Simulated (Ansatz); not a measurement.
hcp Ti, treated with revPBE (Ansatz, an electronic-structure program, plane waves, PAW).

Numerical settings: plane-wave cutoff 520 eV, 24×24×12 k mesh (along the axes of the cell as run), Fermi–Dirac smearing 0.05 eV, no spin polarisation, scalar-relativistic PAW data made under PBE.

A third-order Birch–Murnaghan fit to the energies gives V0 = 17.759 Å³/atom, B0 = 107 GPa, B′ = 3.6.

| V (Å³/atom) | P (GPa) |
|---|---|
| 17.049 | … |
| 17.404 | 2.24 |
| 17.760 | 0.00 |
| 18.115 | -2.04 |
| 18.470 | … |

Estimate the withheld pressures from this fit; the answers are the runs' own values.


- 17.049, P (GPa): 4.70
- 18.470, P (GPa): -3.91

The formula P = (3/2) B0 (x^(7/3) − x^(5/3)) [1 + (3/4)(B′ − 4)(x^(2/3) − 1)] with x = V0/V meets the computed pressures within 0.01 GPa when these rounded values are put in.

Shape and atoms are relaxed at each volume.

Measured, for comparison: bulk modulus 108 GPa (zero-point energy and finite temperature contributions removed; as tabulated in doi:10.1021/acs.jctc.3c00612). Computed (rounded) less measured: bulk modulus -0.9 %.

Note: the bulk modulus comes from volumes at which shape and atoms were relaxed.
